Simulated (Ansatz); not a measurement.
bcc Li, treated with PBE-D4 in Ansatz (PAW).

Settings: plane-wave cutoff 520 eV, 22×22×22 k mesh, Fermi–Dirac smearing 0.05 eV, scalar-relativistic PAW data made under PBE.

A third-order Birch–Murnaghan fit to the energies gives V0 = 20.041 Å³/atom, B0 = 14.1 GPa, B′ = 3.3.

```
V (Å³/atom)  P (GPa)
-----------  -------
18.848         0.957
19.249             …
19.650         0.286
20.051        -0.007
20.452             …
20.853             …
21.254             …
```

Q: Estimate the withheld pressures from this fit; the answers are the runs' own values.

A: 
- 19.249, P (GPa): 0.607
- 20.452, P (GPa): -0.277
- 20.853, P (GPa): -0.524
- 21.254, P (GPa): -0.751

The formula P = (3/2) B0 (x^(7/3) − x^(5/3)) [1 + (3/4)(B′ − 4)(x^(2/3) − 1)] with x = V0/V meets the computed pressures within 0.01 GPa when these rounded values are put in.

Measured, for comparison: bulk modulus 13.8 GPa (corrected for temperature and zero-point phonon effects, our sources range from 13.1 to 13.9; as tabulated in Levämäki et al. (2014), arXiv:1402.3671); equilibrium volume per atom 20.51 Å³/atom (low-temperature or extrapolated to 0 K; zero-point anharmonic expansion removed; as tabulated in Csonka et al. (2009), arXiv:0903.4037). Computed (rounded) less measured: bulk modulus +2 % (+1 % to +8 % over the range), equilibrium volume per atom -2.3 %.

The computed numbers hold no vibrational or temperature effects.

Cost on a shared machine: around 18 core-seconds (rough).

Ansatz is a first-principles code.
